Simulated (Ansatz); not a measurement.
We consider 2H MoTe2, described by PBE in Ansatz (plane waves, PAW).

Settings: plane-wave cutoff 500 eV, 12×12×4 k mesh (along the axes of the cell as run), gaussian smearing 0.02 eV, scalar-relativistic PAW data made under PBE.

Computed at the level's own relaxed cell.

**Question.** Estimate the equilibrium volume per atom, lattice parameter a and c axis length that the calculation returns.

**Answer.** 
* **equilibrium volume per atom**: 27.99 Å³/atom
* **lattice parameter a**: 3.557 Å
* **c axis length**: 15.333 Å

Measured, for comparison: lattice constant a 3.518 Å, lattice parameter c 13.974 Å (300 K, not corrected to a static lattice; as tabulated in arXiv:1605.07067). Computed (rounded) less measured: lattice constant a +1.1 %, lattice parameter c +9.7 %.

Note: the cell comes from a level without a dispersion term, which matters for the spacing of layers, chains or molecules; the cell has widely spaced layers and the level no dispersion term, so their spacing and the moduli can rest on weak binding.

Spin–orbit coupling is not included.

The computed numbers hold no vibrational or temperature effects.

Ansatz is a quantum-chemistry and plane-wave program.
